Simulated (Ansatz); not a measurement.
C$_{4}$H$_{6}$F$_{2}$ (`CC/C(F)=C\F`), relaxed with RKS PBE0-D4/def2-TZVP in Ansatz from a PBE-D4/def2-SVP geometry. The force threshold is 0.005 eV/Å; the program also tests the step.

Total charge 0; spin multiplicity 1.

Start:

```xyz
12

C    -0.436    1.592    0.015
C     0.140    0.335   -0.652
C    -0.227   -0.926    0.056
F    -1.559   -1.156    0.163
C     0.607   -1.830    0.603
F     1.944   -1.671    0.544
H    -0.184    2.500   -0.569
H    -0.035    1.720    1.041
H    -1.539    1.528    0.088
H    -0.230    0.268   -1.701
H     1.246    0.382   -0.708
H     0.271   -2.742    1.119
```

```csv
step,energy (eV),largest force (eV/Å),largest move (Å)
1,-9672.5318,0.910,0.000
2,-9672.5857,0.232,0.028
3,-9672.5901,0.072,0.016
4,-9672.5904,0.027,0.007
5,-9672.5905,0.018,0.006
6,-9672.5906,0.011,0.011
7 (rejected),-9672.5906,0.097,0.015
8,-9672.5907,0.007,0.007
9,-9672.5908,0.009,0.018
10 (rejected),-9672.0692,6.233,0.066
11,-9672.5908,0.002,0.002
```

End:

```xyz
12

C    -0.422    1.573    0.026
C     0.131    0.330   -0.666
C    -0.218   -0.922    0.041
F    -1.539   -1.177    0.108
C     0.592   -1.800    0.611
F     1.920   -1.624    0.595
H    -0.174    2.469   -0.546
H    -0.002    1.680    1.028
H    -1.508    1.519    0.117
H    -0.263    0.267   -1.686
H     1.218    0.383   -0.744
H     0.265   -2.699    1.116
```

It took 33 s on 4 threads of a server CPU on a shared host, with 0.6 GiB of host memory at the peak.
